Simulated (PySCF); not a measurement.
Structure elucidation problem

An unknown has the formula C$_{2}$H$_{5}$N. Its calculated NMR data are:

$^{1}$H NMR (500 MHz, computed): δ 1.50 (s, 4H), -0.82 (br s, 1H).

$^{13}$C{$^{1}$H} NMR (computed): δ 18.7.

One conformer, non-relativistic Hamiltonian, rapidly exchanging positions averaged, gas phase. Geometry from PBE0-D3(BJ)/def2-SVP; couplings computed with B3LYP/pcJ-1; B3LYP/pcSseg-2 with gauge-including orbitals; PySCF 2.14.

δ = σ(ref) − σ, references computed at the same level: TMS for $^{1}$H, $^{13}$C.

Propose a structure and justify it.

## Answers


The formula gives 1 degree of unsaturation (1 ring in the answer). 1 carbon signal for 2 carbons: some carbons are equivalent by symmetry or fast rotation. Carbon types of the structure: 2 × CH2, leaving 1 H on heteroatoms. δC 18.7: aziridine ring carbon. δH 1.50: hydrogen on an aziridine ring carbon. δH -0.82: hydrogen on an amine nitrogen; labile proton, position sensitive to the medium.

Structure: Aziridine (C1CN1).

Exchangeable OH/NH protons stand at their gas-phase positions; hydrogen bonding in a real sample shifts them, mostly to higher δ. Shifts are as computed. Against solution values, carbons near 30 ppm lie about +3 ppm off and those near 130 ppm about +8 ppm. Of 1211 compounds with measured shifts, 218 miss one by over three times the rms of a fit or turn the order of signals round; such compounds aren't used in these exercises. Couplings to exchangeable protons are dropped.
